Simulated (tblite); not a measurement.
Compound: C5H11S (charge -1).
Atom-mapped SMILES: `[CH3:1][CH:2]([CH3:3])[CH2:4][CH2:5][S-:6]` (hydrogens: H7, H8, H9 on C1; H10 on C2; H11, H12, H13 on C3; H14, H15 on C4; H16, H17 on C5)

Computed geometry: GFN2-xTB, gas phase.

(1) List the bond lengths, angles and torsions at this level.

Answers

(1) 
```tsv
bond	length (Å)
C1–C2, C2–C3	1.526
C2–C4	1.529
C4–C5	1.531
C5–S6	1.806
C1–H7 and 5 like bonds	1.090
C2–H10	1.097
C4–H14, C4–H15	1.097
C5–H16, C5–H17	1.100
```

Bonds in one row agree within 0.01 Å and their mean is given. A selection of angles:
```tsv
angle	degrees
C2–C1–H7	110.6
C2–C1–H9	110.1
H7–C1–H8	108.5
H8–C1–H9	108.6
C1–C2–C3	110.0
C1–C2–C4	111.7
C1–C2–H10	108.7
C4–C2–H10	105.8
C2–C4–C5	112.4
C2–C4–H14	110.3
C2–C4–H15	108.4
C5–C4–H14	110.0
C5–C4–H15	107.6
H14–C4–H15	108.0
C4–C5–S6	112.8
C4–C5–H16	108.7
S6–C5–H16	108.8
H16–C5–H17	107.2
```

Torsions: C1–C2–C4–C5 -72° (synclinal); C2–C4–C5–S6 -55° (synclinal). The mirror-image conformer, all signs reversed, is as good.

Of the pairs four or more bonds apart, S6···H10 is among the closest relative to their van der Waals radii: 2.55 Å, 85 % of the sum of Bondi's values.

Point group: C1 (no symmetry element, even within 0.4 Å). Its GFN2-xTB frequencies are all real (lowest 42 cm⁻¹). 3 starts were optimised and ended at 0.00, 0.21 and 0.22 kcal/mol (GFN2-xTB); the lowest of these is shown.

Hardware: an Arm Neoverse V1 with one thread, no GPU, on a shared host. Cost: 0.47 s wall. That covers the optimisation of the geometry.
